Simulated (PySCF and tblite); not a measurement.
Results of a calculation; reference values are marked as such.
C3H6Cl2, numbered as in [CH3:1][C@H:2]([Cl:3])[CH2:4][Cl:5].

Level: PBE0-D3(BJ)/def2-TZVP//PBE0-D3(BJ)/def2-SVP, thermal terms from GFN2-xTB, symmetry numbers and mirror pairs counted. Conformers within 4 kcal/mol (GFN2-xTB free energy) were kept, 5 at most. Of two unlike H on one atom, a is the less shielded (PBE0/pcSseg-1). Codes: tblite and PySCF.

An NOE distance is ⟨r⁻⁶⟩^(−1/6) over all pairs of like atoms and, for the average, over conformers.

Torsions listed: Cl3–C2–C4–Cl5.

| conformer | shape | weight % |
| --- | --- | --- |
| 1 | 173° | 85.7 |
| 2 | 65° | 7.4 |
| 3 | -67° | 6.9 |

Task: Which H–H contacts under 3.5 Å would NOEs report (pairs on one atom left out) at 298.15 K?

Result: 
| pair | in 1 (Å) | in 2 (Å) | in 3 (Å) | average (Å) |
| --- | --- | --- | --- | --- |
| H2 ··· H4a | 2.48 | 3.06 | 2.43 | 2.50 |
| H1 ··· H2 | 2.62 | 2.62 | 2.61 | 2.62 |
| H2 ··· H4b | 3.07 | 2.53 | 2.45 | 2.91 |
| H1 ··· H4b | 2.94 | 2.84 | 3.93 | 2.96 |

Longer pairs under the limit may be missing.

Task: In a model where alignment follows shape alone (order matrix 0.002 × (3G/tr G − 1)/2, G the second moments of the atom positions; splitting J + 2D), what are the one-bond C–H dipolar couplings D?

Result: H1 2.5 Hz (2.4 in conformer 1), H2 11.5 Hz (11.8 in conformer 1), H4b 10.2 Hz (11.8 in conformer 1), H4a -4.1 Hz (-6.5 in conformer 1).
